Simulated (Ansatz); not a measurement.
**BH3 (singlet): wB97M-V, HSE06 over a scan of the distance B1–H2, cc-pVDZ**

How well do these functionals follow the top wave-function level for BH3 (singlet) over a scan of the distance B1–H2?

Computed with Ansatz 0.2.0, Gaussian basis. Level: cc-pVDZ, all electrons in the functionals.

Plan: wB97M-V, HSE06, at 0.973 Å; 1.090 Å; 1.194 Å; 1.335 Å; 1.490 Å; 1.634 Å; 1.882 Å; 2.169 Å; 2.642 Å; 3.214 Å; 3.988 Å.

18 further runs of the same task are left out: 4 for a known fault of the program, 10 that didn't finish, 4 set aside as unsound or not needed.

## 1. The geometry

The geometry derives from a PBE0/def2-TZVP stationary point (not a proven minimum). One bond is set to the value named and the two fragments are kept rigid.

4 atoms, charge 0, spin multiplicity 1.

Atoms are counted from 1 here; the program's logs count them from 0.

Bond lengths: B1–H2 1.193 Å, B1–H3 1.193 Å, B1–H4 1.193 Å. Angles: H2–B1–H3 120.0°, H2–B1–H4 120.0°, H3–B1–H4 120.0°.

As a file:

```mol
BH3
  3D, bonds by distance, orders not assigned

  4  3  0  0  0  0  0  0  0  0999 V2000
    0.0000    0.0000    0.0000 B   0  0
    1.1934    0.0146   -0.0003 H   0  0
   -0.6093    1.0262   -0.0028 H   0  0
   -0.5841   -1.0408    0.0031 H   0  0
  1  2  8  0
  1  3  8  0
  1  4  8  0
M  END
```

No dispersion term is added; wB97M-V holds VV10 nonlocal correlation. HSE06 is the plane-wave form.

The geometry shown and the zero of energy belong to the point 1.194 Å. The yardstick, FCI, and other wave-function levels (R restricted, U unrestricted, valence and pair active spaces) come from earlier runs.

## 2. wB97M-V, 0.973 Å

Contents of in.yaml:

```yaml
crystal:
  periodic: [false, false, false]
  atoms:
    - {symbol: B, position_ang: [0.016061, 0.000196, -0.000003]}
    - {symbol: H, position_ang: [0.988988, 0.012062, -0.000214]}
    - {symbol: H, position_ang: [-0.593233, 1.026409, -0.002840]}
    - {symbol: H, position_ang: [-0.568021, -1.040572, 0.003092]}
basis:
  gaussian: {orbitals: cc-pVDZ}
hamiltonian: {xc: {name: wB97M-V}}
output: {orbitals: {seedname: orbitals}}
```

The run is started by

```sh
$ ansatz run in.yaml --threads 1 --pin off --events-out ev --progress --plain --max-ram 2393MiB
```

After this run come: wB97M-V, 1.090 Å; wB97M-V, 1.194 Å; wB97M-V, 1.335 Å; wB97M-V, 1.490 Å; wB97M-V, 1.634 Å; wB97M-V, 1.882 Å; wB97M-V, 2.169 Å; wB97M-V, 2.642 Å; wB97M-V, 3.214 Å; wB97M-V, 3.988 Å; HSE06, 0.973 Å; HSE06, 1.090 Å; HSE06, 1.194 Å; HSE06, 1.335 Å; HSE06, 1.490 Å; HSE06, 1.634 Å; HSE06, 1.882 Å; HSE06, 2.169 Å; HSE06, 2.642 Å; HSE06, 3.214 Å; HSE06, 3.988 Å.

Q: Predict the results of all the runs planned. Wanted: span of the FCI curve; largest miss, wB97M-V; largest miss, HSE06.

**Answer**, as computed:

| quantity | value |
| --- | --- |
| span of the FCI curve | 106.1 kcal/mol |
| largest miss, wB97M-V | +9.7 kcal/mol (2.642 Å) |
| largest miss, HSE06 | +5.1 kcal/mol (2.642 Å) |

In words: Of the functionals, HSE06 keep the smallest largest miss at the points compared (at most 5.1 kcal/mol) and wB97M-V strays most (9.7 kcal/mol, at 2.642 Å). wB97M-V, HSE06 clearly break the spin symmetry at some points (⟨S²⟩ up to 0.99 above the pure value), so energy there is bought with a mixed spin. Functionals and the yardstick converge differently with the basis, so part of each miss in cc-pVDZ is the basis.
